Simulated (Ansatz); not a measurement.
Ansatz (a first-principles code) input:
A basis named .json is the Basis Set Exchange file of that set.

Ansatz 0.2 input:
```yaml
crystal:
  periodic: [false, false, false]
  atoms:
    - {symbol: Si, position_ang: [0.00013137, 0.09379286, -0.00506959]}
    - {symbol: H, position_ang: [-1.28673356, -0.65435788, 0.04272540]}
    - {symbol: H, position_ang: [1.28489441, -0.65874222, 0.02824883]}
basis:
  gaussian:
    orbitals: def2-QZVPPD.json
    fitting: {mean_field: def2-universal-jkfit, correlation: def2-QZVPPD-RIFIT.json}
total_charge: 1
magnetization: {spin_polarized: true, initial_magnetization: 1}
correlation: {method: mp2, electrons: outside_noble_gas}
```

Problem. What final total energy does it print?

Solution. -289.82661 Eh (RI-MP2/def2-QZVPPD). The basis has 142 functions.
